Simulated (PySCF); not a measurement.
Species: C4H5Cl.
Geometry (PBE0-D3(BJ)/def2-TZVP, Å), atoms numbered from 1 in this order:
```
atom  x, y, z in Å
C1     2.286    0.513   -0.202
C2     1.226   -0.041   -0.116
C3    -0.077   -0.676   -0.020
C4    -1.190    0.339   -0.226
Cl5   -2.784   -0.442   -0.100
H6     3.233    0.993   -0.276
H7    -0.192   -1.149    0.960
H8    -0.163   -1.469   -0.768
H9    -1.151    1.122    0.530
H10   -1.128    0.794   -1.213
```

The closed-shell ground state was solved at several levels (PySCF, density fitting, gas phase, non-relativistic). The structure is a single PBE0-D3(BJ)/def2-TZVP conformer in the gas phase; no vibrational or solvent corrections.

| level | basis functions | HOMO (eV) | LUMO (eV) | gap (eV) | dipole (D) |
| --- | --- | --- | --- | --- | --- |
| KT3/pcSseg-2 | 257 | -6.88 | -0.92 | 5.96 | 1.36 |
| wB97X-D/pcSseg-2 | 257 | -9.98 | 1.89 | 11.87 | 1.45 |
| B97-2/pcSseg-2 | 257 | -7.83 | 0.08 | 7.91 | 1.42 |

(1) What might PBE0/pcSseg-2 (257 basis functions) give for the same quantities?

(2) Over all these levels, which gives the widest orbital gap and which the narrowest?

(3) In the pcSseg-2 basis, how does the gap go with the fixed share of exact exchange?

(4) How far do the dipole and the HOMO energy spread over the levels?

Answers

(1) HOMO -8.10 eV, LUMO 0.11 eV, gap 8.21 eV, dipole 1.42 D.

(2) wB97X-D/pcSseg-2 (range-separated hybrid) has the widest, 11.87 eV, and KT3/pcSseg-2 (GGA) the narrowest, 5.96 eV. From the narrowest to the widest the HOMO moves by -3.10 eV and the LUMO by +2.81 eV.

(3) KT3 (0 %) 5.96 eV; B97-2 (21 %) 7.91 eV; PBE0 (25 %) 8.21 eV. Each rise in the share widens the gap here.

(4) The dipole runs from 1.36 to 1.45 D (mean 1.41 D) and the HOMO from -9.98 to -6.88 eV.
